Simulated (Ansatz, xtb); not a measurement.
# CH7NSi+: where a starting geometry ends

The starting geometry of this gas-phase doublet has its atoms placed at random.

```xyz
10

C     0.0679   -1.4872    0.2398
N    -0.3017    1.8551   -0.6559
Si   -0.0371    0.4123    0.8815
H     1.4638    0.0747    1.0892
H     0.7131    2.0311    0.8409
H    -0.4766    2.0800    0.4903
H    -1.0817    0.3381    2.1486
H    -1.1904   -0.8790   -0.0546
H    -0.6253    1.1591    0.0039
H     0.7102   -1.3876    1.1218
```

Task: Guess where an optimisation with r2SCAN-D4/def2-SVP ends from this start.

Result: It ends as `[CH2][SiH2][NH3+]`. Distances that change by over a tenth: N2–H6 (1.18 → 1.03 Å), Si3–H5 (1.78 → 2.52 Å), Si3–H7 (1.64 → 1.48 Å). Contacts that open: Si3–H6 (1.77 → 2.51 Å), Si3–H9 (1.29 → 2.52 Å). Contacts that close: C1–H8 (1.43 → 1.10 Å), N2–Si3 (2.12 → 1.94 Å), N2–H5 (1.82 → 1.03 Å).

The energy falls by 15.87 eV over 20 steps:

```tsv
step	E − E(last) (eV)
1	15.865
3	8.803
5	4.025
7	2.147
9	0.582
12	0.030
14	0.002
16	0.001
18	0.000
20	0.000
```

Final geometry (Å):

```xyz
10

C    -0.1059   -1.2908    0.4682
N    -0.1215    1.6942    0.0939
Si    0.0091    0.2748    1.4027
H     1.3322    0.5882    1.9855
H     0.6289    1.6515   -0.6091
H    -0.0615    2.6254    0.5298
H    -1.1512    0.6098    2.2570
H    -1.0597   -1.8053    0.2997
H    -1.0097    1.6708   -0.4253
H     0.7814   -1.8219    0.1029
```

From the same start GFN2-xTB reaches the same bonding as this run.

From so rough a start the end depends on the optimiser's path, so another program may land elsewhere. No frequencies were run, so the end isn't proven a minimum. Open shells are spin-unrestricted. Run with Ansatz 0.2.0, 53 s on 2 threads of Intel(R) Xeon(R) Platinum 8375C CPU @ 2.90GHz (Ice Lake), with other jobs on the host.
